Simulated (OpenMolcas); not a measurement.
# A OpenMolcas job on BH2SF (SMILES FBS)

Wanted: energy and gradient of BH2SF.

Program for the calculation: OpenMolcas 26.06.

1 further run of the same task is left out (set aside as unsound or not needed).

**1. The molecule**

The species is BH2SF (5 atoms), meant as a singlet with charge 0. As SMILES, `FBS`. Geometry: relaxed at PBE0-D4/def2-TZVP. This is one conformer, not always the lowest.

Bond lengths: F1–B2 1.322 Å, B2–S3 1.794 Å, B2–H4 1.194 Å, S3–H5 1.342 Å. Angles: F1–B2–S3 117.9°, F1–B2–H4 119.5°, S3–B2–H4 122.6°, B2–S3–H5 94.9°.

**2. The job**

File run.input:

```
>>> EXPORT MOLCAS_PRINT=2

&gateway
 coord
 5
 angstrom
 F       -1.119100      -0.905900      -1.069200
 B       -0.412800      -0.339100      -0.106100
 S        0.972400       0.698600      -0.579400
 H       -0.712000      -0.530900       1.033700
 H        1.321400       1.003700       0.679600
 basis=cc-pVDZ-DK
 group=NoSym
 rf-input
 PCM-Model
 Solvent=dichloroethane
 End of RF-Input

&seward
 relativistic=R08O02
 expert

&scf
 ksdft=HYB_GGA_XC_WB97X
 prorbitals=1 1

&alaska
```

Launch:

```bash
export MOLCAS_MEM=1860
pymolcas run.input > run.log
```

What it wrote:

```text
--- Start Module: gateway ---

                                              &GATEWAY

                       available to each process: 1.9 GB of memory, 1 thread

++    Symmetry information:
      ---------------------

                    Character Table for C1

                             E
                    a        1  x, y, xy, Rz, z, xz, Ry, yz, Rx, I
--

++    Basis set information:
      ----------------------

      Basis set label: F.CC-PVDZ-DK.........

      Electronic valence basis set:
      ------------------
      Associated Effective Charge   9.000000 au
      Associated Actual Charge      9.000000 au
      Nuclear Model: Point charge

      Shell  nPrim  nBasis  Cartesian Spherical Contaminant
         s       9       3        X
         p       4       2        X
         d       1       1                 X

      Basis set label: B.CC-PVDZ-DK.........

      Electronic valence basis set:
      ------------------
      Associated Effective Charge   5.000000 au
      Associated Actual Charge      5.000000 au
      Nuclear Model: Point charge

      Shell  nPrim  nBasis  Cartesian Spherical Contaminant
         s       9       3        X
         p       4       2        X
         d       1       1                 X

      Basis set label: S.CC-PVDZ-DK.........

[... 78 lines left out ...]
 ###    WARNING:  EXPERT option is ON!                                       ###
[... 10 lines left out ...]
                    - DKH order of Properties : 2
                         - multipole moment operators
                         - electric potential operators
                         - contact operators
                  Reaction Field integrals (PCM)
                  Orbital angular momentum around (  0.1742   0.0552  -1.1303 )
                  Velocity quadrupole around (  0.1742   0.0552  -1.1303 )
                  Two-Electron Repulsion integrals

                   Integrals are discarded if absolute value <: 1.00E-14
                   Integral cutoff threshold is set to       <: 1.00E-16

            Nuclear Potential Energy             86.63562689 au

      Basis set specifications :
      Symmetry species         a
      Basis functions           56

--- Stop Module: seward /rc=_RC_ALL_IS_WELL_ ---
--- Module seward spent 1 second ---

--- Start Module: scf ---

                                                &SCF

                       available to each process: 1.9 GB of memory, 1 thread

 ###############################################################################
 ###     Minimized-density-differences option turned off!                    ###
 ###############################################################################
 ###    ERROR:  Find_Functional: Range separation is not supported!          ###
 ###############################################################################
          Functional=HYB_GGA_XC_WB97X
--- Stop Module: scf /rc=_RC_INPUT_ERROR_ ---

.####################.
.# User input error #.
.####################.

    Timing: Wall=2.01 User=1.56 System=0.41
```

Wall time 2.3 s (1 thread of Intel Xeon Platinum 8223CL at 3.00GHz (Skylake/Cascade Lake), shared host); peak memory 0.4 GiB.

**3. What went wrong**

The job stopped with an error part of the way.

The telling line is `ERROR:  Find_Functional: Range separation is not supported`. The fault: functional not served. To mend it: functional S12h in place of wB97X.
